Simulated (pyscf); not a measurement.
5 gas-phase steps of one pattern: hydrogen abstraction on the doublet surface, H–N broken and H–Si formed. Single points on ωB97X-D3(BJ)/def2-SVP structures (PySCF, gas phase). Electronic energies in kJ/mol, from the separated reactants; ΔE‡ at ωB97M-D3(BJ)/def2-TZVP, beside the barrier at r²SCAN/def2-TZVP on the same structures. Rows were drawn at random from the steps of this pattern with a verified saddle, stable references and no exit in the data more than 5 kcal/mol lower.

```csv
row,step,ΔE‡(r²SCAN),ΔE‡
1,H₂N–NH₂ (SMILES NN) + SiH₃• (SMILES [SiH3]) → •HN–NH₂ (SMILES [NH]N) + SiH₄ (SMILES [SiH4]),17.0,41.2
2,F–SiH•–F (SMILES F[SiH]F) + NH₃ (SMILES N) -> F–SiH₂–F (SMILES F[SiH2]F) + NH₂• (SMILES [NH2]),66.6,?
3,Cl–Si•(Cl)–Cl (SMILES Cl[Si](Cl)Cl) + NH₃ (SMILES N) -> Cl–SiH(Cl)–Cl (SMILES Cl[SiH](Cl)Cl) + NH₂• (SMILES [NH2]),80.2,89.0
4,•H₂Si–NH–SiH₃ (SMILES [SiH2]N[SiH3]) + NH₃ (SMILES N) → H₃Si–NH–SiH₃ (SMILES [SiH3]N[SiH3]) + NH₂• (SMILES [NH2]),82.8,94.3
5,H₂N–SiH₂• (SMILES N[SiH2]) + NH₃ (SMILES N) -> H₂N–SiH₃ (SMILES N[SiH3]) + NH₂• (SMILES [NH2]),84.5,96.5
```

### Question
Fit ΔE‡ = a + b·ΔE‡(r²SCAN) to the other rows and predict row 2.

### Answer
Over the 4 complete rows the means are +66.1 (ΔE‡(r²SCAN)) and 80.2 (ΔE‡); least squares gives b = 0.80 and a = 27.3 kJ/mol, with residuals of 1.5 kJ/mol (root mean square; largest 2.5, row 3). For row 2: 27.3 + 0.80 × (+66.6) = 80.6 kJ/mol. The computed barrier is 79.0 kJ/mol, 1.6 under the line. The line follows the complete rows closely. Each barrier is that of the saddle found.
